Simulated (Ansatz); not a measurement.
## fcc Al: Voigt–Reuss–Hill shear modulus by level of theory

No measured value is used here.

```tsv
level (code)	value (GPa)	cell (Å³/atom)
LDA (Ansatz)	26.9	15.79
BLYP (Ansatz)	8.31	17.41
PBE (Ansatz)	24.3	16.48
PBEsol (Ansatz)	27.0	16.17
revPBE (Ansatz)	23.8	16.72
RPBE (Ansatz)	23.7	16.79
PBE-D3(BJ) (Ansatz)	31.0	15.78
r²SCAN (Ansatz)	35.5	15.90
r²SCAN+rVV10 (Ansatz)	36.3	15.84
```

PBE-D3(BJ): the dispersion coefficients are held fixed in the derivatives. Each level is taken at its own relaxed cell. Cutoffs differ between the levels. Ansatz's density-functional and Hartree–Fock values are scalar-relativistic unless marked +SOC, with PAW data made under PBE.

Ansatz is a quantum-chemistry and plane-wave program.
